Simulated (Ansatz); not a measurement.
phosphine cation (H3P), SMILES P (connectivity only; charge and spin as stated), charge +1, multiplicity 2.

Coordinates come from a PBE-D3(BJ)/def2-TZVPD optimisation. The spin state was assumed, not searched.

Two levels are set side by side: PBE/def2-TZVPD (Ansatz, a quantum-chemistry and plane-wave program) and CAM-B3LYP/def2-TZVPD (Ansatz). Energy differences of separate SCF runs at the same geometry; the states with an electron removed or added have multiplicity 1 and 1. Differences are taken from unrounded values.

| quantity | CAM-B3LYP | PBE | PBE minus CAM-B3LYP |
|---|---|---|---|
| vertical ionisation energy (eV) | 18.98 | 19.00 | 0.01 |
| vertical electron affinity (eV) | 9.02 | 8.98 | -0.04 |

Here PBE gives about what the other level gives.
